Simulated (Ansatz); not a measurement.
**The standard entropy of NH3 (ammonia) from a frequency calculation**

A singlet with charge 0, relaxed at PBE0/aug-cc-pVTZ (Ansatz 0.2.0):

```xyz
4

N    -0.0703    0.2507    0.1115
H     0.4900   -0.3020    0.7481
H    -0.8863   -0.3021   -0.1190
H     0.4665    0.3533   -0.7406
```

Harmonic wavenumbers in cm⁻¹: 1031, 1662, 1662, 3505, 3632, 3632.

Masses in u: N 14.007, H 1.008. Take T = 298.15 K, p = 1 bar, R = 8.3145 J/(mol K), kT/hc = 207.22 cm⁻¹, rigid rotor and harmonic oscillator.

Work out S° at 298 K.


1. Translation (Sackur–Tetrode): S = R[3/2 ln M + 5/2 ln T − 1.1517] with M = 17.031 gives 144.2 J/(mol K).
2. Rotation: principal moments 1.688, 1.688, 2.667 u Å² give A, B, C = 9.9849, 9.9842, 6.3202 cm⁻¹; the symmetry number is σ = 3; q = (√π/σ)√((kT/hc)³/ABC) = 70; S = R(ln q + 3/2) = 47.8.
3. Vibration: with u = ν̃/207.22, each mode gives R[u/(eᵘ − 1) − ln(1 − e⁻ᵘ)]; the sum is 0.4, most from 1031 cm⁻¹ (0.3).
4. Spin: R ln 1 = 0.0.
5. Sum: 144.2 + 47.8 + 0.4 + 0.0 = 192.4 J/(mol K).

The tabulated value is 192.8 J/(mol K) (CRC Handbook of Chemistry and Physics): the model is off by -0.4.
